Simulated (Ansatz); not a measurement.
## [H···H···Br], doublet: reading a ladder of total energies

Geometry: a point of a hydrogen-transfer path between rigid fragments, not a stationary point.

```yaml
atoms:
  - { symbol: H, position_ang: [0.0000, 0.0000, -1.2023] }
  - { symbol: H, position_ang: [0.0000, 0.0000, -0.1863] }
  - { symbol: Br, position_ang: [0.0000, 0.0000, 1.3887] }
```

Basis cc-pVDZ; Ansatz 0.2.0. Correlated methods freeze the noble-gas cores and the filled d shells of p-block atoms, which leaves 9 electrons in 23 orbitals. R marks a restricted (for open shells ROHF) determinant. No spin–orbit coupling is included, and no scalar relativity.

Full CI is exact within this basis and frozen core; it isn't the basis-set limit.

Runs differ by some tens of microhartree through their thresholds and, for an open shell, their frozen cores, so steps under 0.03 kcal/mol mean nothing.

```tsv
level	total energy (hartree)
RHF	-2573.445764
RMP2	-2573.588368
RCCSD	-2573.607571
RCCSD(T)	-2573.610210
RCCSDT	-2573.610569
RCCSDT(Q)	-2573.610825
RCCSDTQ	-2573.610837
full CI	-2573.610846
```

What is the correlation energy at full CI, and what share of it do RMP2 and RCCSD(T) recover?

E(corr) = -2573.610846 − (-2573.445764) = -0.165082 hartree = -4.492 eV. RMP2: -0.142604 / -0.165082 = 86.38 %. RCCSD(T): -0.164446 / -0.165082 = 99.61 %.

By how many kcal/mol does RCCSD(T) miss full CI (1 hartree = 627.509 kcal/mol), and which steps make up the rest?

-2573.610210 − (-2573.610846) = 0.000636 hartree = 0.40 kcal/mol. Steps: RCCSDT − RCCSD(T) = -0.23, RCCSDT(Q) − RCCSDT = -0.16, RCCSDTQ − RCCSDT(Q) = -0.01, full CI − RCCSDTQ = -0.01 kcal/mol. That is within 1 kcal/mol of the reference in this basis, which itself misses far more of the correlation at the basis-set limit.
